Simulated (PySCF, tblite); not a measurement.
# CH3F: bond homolysis, part 2 of 2

tblite 0.8.0 and PySCF 2.14.0. Atoms count from 0. The steps go on from the part before.

## Step 15: Bond homolysis: MP2/jun-cc-pV(T+d)Z

This step combines the energies above: geometries from PBE0-D3(BJ)/def2-SVP, zero-point and thermal terms from PBE0-D3(BJ)/def2-SVP.

What the job is given:

```
{"job": {"kind": "bd", "cap": 8, "geom": {"xc": "PBE0", "basis": "def2-SVP", "d3": "d3bj", "grid": 1}, "hess": 1, "level": {"xc": "MP2", "basis": "jun-cc-pV(T+d)Z"}}, "charge": 0, "multiplicity": 1}
C     -0.041434     0.007445    -0.001162
F      1.300098    -0.174092    -0.162074
H     -0.319931    -0.146490     1.054752
H     -0.322244     1.031524    -0.298881
H     -0.597693    -0.711297    -0.625802
```

Output (the driver's rows laid out field by field):

```text
homolysis bond by bond, MP2/jun-cc-pV(T+d)Z // PBE0-D3(BJ)/def2-SVP

row 1
  atoms                   0 2
  elements                C H
  length                  1.1028
  fragments               formula CH2F, charge 0, multiplicity 2, smiles [CH2]F, kept yes, pieces 1, point_group Cs, largest_spin C 1.052; formula H, charge 0, multiplicity 2, smiles [H], kept yes, pieces 1
  electronic              446.07
  zero_kelvin             407.93
  enthalpy                414.55
  free_energy             376.39

row 2
  atoms                   0 1
  elements                C F
  length                  1.3633
  fragments               formula CH3, charge 0, multiplicity 2, smiles [CH3], kept yes, pieces 1, point_group D3h, largest_spin C 1.159; formula F, charge 0, multiplicity 2, smiles [F], kept yes, pieces 1
  electronic              496.92
  zero_kelvin             471.28
  enthalpy                477.98
  free_energy             438.19
```

Wall time 6.4 s (1 thread of Arm Neoverse V1, shared host).

Some single points behind these values are not shown above.

Dissociation energies (kJ/mol, gas phase, 298 K for the thermal columns):

```
 bond     fragments  electronic  enthalpy  free energy
C0–H2  [CH2]F + [H]       446.1     414.6        376.4
C0–F1   [CH3] + [F]       496.9     478.0        438.2
```

## Step 16: Single point (CH₃F): HF/jun-cc-pV(T+d)Z

Geometry: PBE0-D3(BJ)/def2-SVP.

What the job is given:

```
{"job": {"kind": "sp", "xc": "HF", "basis": "jun-cc-pV(T+d)Z", "grid": 2}, "charge": 0, "multiplicity": 1}
C     -0.041434     0.007445    -0.001162
F      1.300098    -0.174092    -0.162074
H     -0.319931    -0.146490     1.054752
H     -0.322244     1.031524    -0.298881
H     -0.597693    -0.711297    -0.625802
```

The log of the run:

```text
final grid: 38928 points
cycle   1  E = -139.0503000733  dE =  1.111e-02  |g| = 4.715e-01  |ddm| = 1.133e+00
cycle   2  E = -139.0843922168  dE = -3.409e-02  |g| = 2.837e-01  |ddm| = 3.008e-01
cycle   3  E = -139.0957785004  dE = -1.139e-02  |g| = 3.652e-02  |ddm| = 1.040e-01
cycle   4  E = -139.0961073494  dE = -3.288e-04  |g| = 1.043e-02  |ddm| = 2.706e-02
cycle   5  E = -139.0961381257  dE = -3.078e-05  |g| = 2.185e-03  |ddm| = 7.936e-03
cycle   6  E = -139.0961403180  dE = -2.192e-06  |g| = 6.250e-04  |ddm| = 2.125e-03
cycle   7  E = -139.0961405279  dE = -2.099e-07  |g| = 1.176e-04  |ddm| = 7.026e-04
cycle   8  E = -139.0961405362  dE = -8.233e-09  |g| = 1.559e-05  |ddm| = 1.551e-04
converged SCF energy = -139.0961405362
```

Run time: 0.28 s. Hardware: 1 thread of Arm Neoverse V1, shared host.

## Step 17: Single point (CH₂F radical): HF/jun-cc-pV(T+d)Z

Geometry: PBE0-D3(BJ)/def2-SVP.

What the job is given:

```
{"job": {"kind": "sp", "xc": "HF", "basis": "jun-cc-pV(T+d)Z", "grid": 2}, "charge": 0, "multiplicity": 2}
C      0.008708     0.028518    -0.161581
F      1.308360    -0.130012    -0.363790
H     -0.336144     1.064643    -0.115378
H     -0.621906    -0.799953    -0.493573
```

The log of the run:

```text
final grid: 33560 points
cycle   1  E = -138.4032649572  dE =  3.466e-02  |g| = 3.377e-01  |ddm| = 8.587e-01
cycle   2  E = -138.4490952758  dE = -4.583e-02  |g| = 1.914e-01  |ddm| = 2.744e-01
cycle   3  E = -138.4610583145  dE = -1.196e-02  |g| = 4.214e-02  |ddm| = 7.820e-02
cycle   4  E = -138.4625292781  dE = -1.471e-03  |g| = 1.682e-02  |ddm| = 4.163e-02
cycle   5  E = -138.4629135907  dE = -3.843e-04  |g| = 7.609e-03  |ddm| = 2.312e-02
cycle   6  E = -138.4630316071  dE = -1.180e-04  |g| = 2.585e-03  |ddm| = 1.519e-02
cycle   7  E = -138.4630443178  dE = -1.271e-05  |g| = 8.138e-04  |ddm| = 4.893e-03
cycle   8  E = -138.4630454489  dE = -1.131e-06  |g| = 2.372e-04  |ddm| = 1.408e-03
cycle   9  E = -138.4630455432  dE = -9.433e-08  |g| = 7.349e-05  |ddm| = 4.771e-04
cycle  10  E = -138.4630455519  dE = -8.721e-09  |g| = 2.566e-05  |ddm| = 1.376e-04
converged SCF energy = -138.4630455519
```

It took 0.45 s on 1 thread of Arm Neoverse V1, shared host.

## Step 18: Single point (CH₃ radical): HF/jun-cc-pV(T+d)Z

Geometry: PBE0-D3(BJ)/def2-SVP.

What the job is given:

```
{"job": {"kind": "sp", "xc": "HF", "basis": "jun-cc-pV(T+d)Z", "grid": 2}, "charge": 0, "multiplicity": 2}
C     -0.315476     0.047789     0.020829
H     -0.232106    -0.174301     1.085118
H     -0.200736     1.072913    -0.332701
H     -0.512341    -0.755245    -0.690031
```

The log of the run:

```text
final grid: 27328 points
cycle   1  E = -39.5584224747  dE = -2.559e-01  |g| = 1.450e-01  |ddm| = 6.997e-01
cycle   2  E = -39.5744733082  dE = -1.605e-02  |g| = 5.414e-02  |ddm| = 1.239e-01
cycle   3  E = -39.5764684671  dE = -1.995e-03  |g| = 1.956e-02  |ddm| = 4.475e-02
cycle   4  E = -39.5769707090  dE = -5.022e-04  |g| = 8.637e-03  |ddm| = 2.576e-02
cycle   5  E = -39.5771295570  dE = -1.588e-04  |g| = 3.007e-03  |ddm| = 1.672e-02
cycle   6  E = -39.5771500870  dE = -2.053e-05  |g| = 6.861e-04  |ddm| = 6.420e-03
cycle   7  E = -39.5771510470  dE = -9.600e-07  |g| = 1.733e-04  |ddm| = 1.115e-03
cycle   8  E = -39.5771511056  dE = -5.866e-08  |g| = 2.667e-05  |ddm| = 4.623e-04
cycle   9  E = -39.5771511067  dE = -1.032e-09  |g| = 5.392e-06  |ddm| = 5.872e-05
converged SCF energy = -39.5771511067
```

It took 0.21 s on 1 thread of Arm Neoverse V1, shared host.

## Step 19: Bond homolysis: HF/jun-cc-pV(T+d)Z

This step combines the energies above: geometries from PBE0-D3(BJ)/def2-SVP, zero-point and thermal terms from PBE0-D3(BJ)/def2-SVP.

What the job is given:

```
{"job": {"kind": "bd", "cap": 8, "geom": {"xc": "PBE0", "basis": "def2-SVP", "d3": "d3bj", "grid": 1}, "hess": 1, "level": {"xc": "HF", "basis": "jun-cc-pV(T+d)Z"}}, "charge": 0, "multiplicity": 1}
C     -0.041434     0.007445    -0.001162
F      1.300098    -0.174092    -0.162074
H     -0.319931    -0.146490     1.054752
H     -0.322244     1.031524    -0.298881
H     -0.597693    -0.711297    -0.625802
```

Output (the driver's rows laid out field by field):

```text
homolysis bond by bond, HF/jun-cc-pV(T+d)Z // PBE0-D3(BJ)/def2-SVP

row 1
  atoms                   0 2
  elements                C H
  length                  1.1028
  fragments               formula CH2F, charge 0, multiplicity 2, smiles [CH2]F, kept yes, pieces 1, point_group Cs, largest_spin C 1.052; formula H, charge 0, multiplicity 2, smiles [H], kept yes, pieces 1
  electronic              349.94
  zero_kelvin             311.8
  enthalpy                318.42
  free_energy             280.25

row 2
  atoms                   0 1
  elements                C F
  length                  1.3633
  fragments               formula CH3, charge 0, multiplicity 2, smiles [CH3], kept yes, pieces 1, point_group D3h, largest_spin C 1.159; formula F, charge 0, multiplicity 2, smiles [F], kept yes, pieces 1
  electronic              294.88
  zero_kelvin             269.25
  enthalpy                275.95
  free_energy             236.16
```

Wall time 1.2 s (1 thread of Arm Neoverse V1, shared host).

Some single points behind these values are not shown above.

Dissociation energies (kJ/mol, gas phase, 298 K for the thermal columns):

```
 bond     fragments  electronic  enthalpy  free energy
C0–H2  [CH2]F + [H]       349.9     318.4        280.2
C0–F1   [CH3] + [F]       294.9     275.9        236.2
```

## Step 20: Outcome

This closing draws on all 2 parts.

```
                                           quantity                     value
          strongest single infrared mode (GFN2-xTB)      1060 cm⁻¹, 78 km/mol
                       zero-point energy (GFN2-xTB)             23.8 kcal/mol
                                        point group                       C3v
               rotational constants (main isotopes)  155.72, 26.12, 26.12 GHz
 bond enthalpy (ΔH), C0–H2 (wB97X-D3(BJ)/def2-TZVP)              415.5 kJ/mol
 bond enthalpy (ΔH), C0–F1 (wB97X-D3(BJ)/def2-TZVP)              458.4 kJ/mol
bond enthalpy (ΔH), C0–H2 (CCSD(T)/jun-cc-pV(T+d)Z)              417.6 kJ/mol
bond enthalpy (ΔH), C0–F1 (CCSD(T)/jun-cc-pV(T+d)Z)              448.2 kJ/mol
    bond enthalpy (ΔH), C0–H2 (MP2/jun-cc-pV(T+d)Z)              414.6 kJ/mol
    bond enthalpy (ΔH), C0–F1 (MP2/jun-cc-pV(T+d)Z)              478.0 kJ/mol
     bond enthalpy (ΔH), C0–H2 (HF/jun-cc-pV(T+d)Z)              318.4 kJ/mol
     bond enthalpy (ΔH), C0–F1 (HF/jun-cc-pV(T+d)Z)              275.9 kJ/mol
```

All 9 modes are real, so the xTB geometry is a minimum. The strongest single mode, at 1060 cm⁻¹, moves mainly C0 and F1. GFN2-xTB is a fitted tight-binding method: band positions and strengths are rough. Its intensities can rank the bands wrongly. Over 2 steps the energy fell by 0.022 eV; of the close pairs, C0–H3 changed most, 1.091 to 1.103 Å (PBE0/def2-SVP). At wB97X-D3(BJ)/def2-TZVP the bond enthalpy (ΔH) runs from 415.5 kJ/mol (C0–H2) to 458.4 kJ/mol (C0–F1). At CCSD(T)/jun-cc-pV(T+d)Z the bond enthalpy (ΔH) runs from 417.6 kJ/mol (C0–H2) to 448.2 kJ/mol (C0–F1). At MP2/jun-cc-pV(T+d)Z the bond enthalpy (ΔH) runs from 414.6 kJ/mol (C0–H2) to 478.0 kJ/mol (C0–F1). At HF/jun-cc-pV(T+d)Z the bond enthalpy (ΔH) runs from 275.9 kJ/mol (C0–F1) to 318.4 kJ/mol (C0–H2). Hartree-Fock lacks correlation, so its bond and fragment energies are far off.
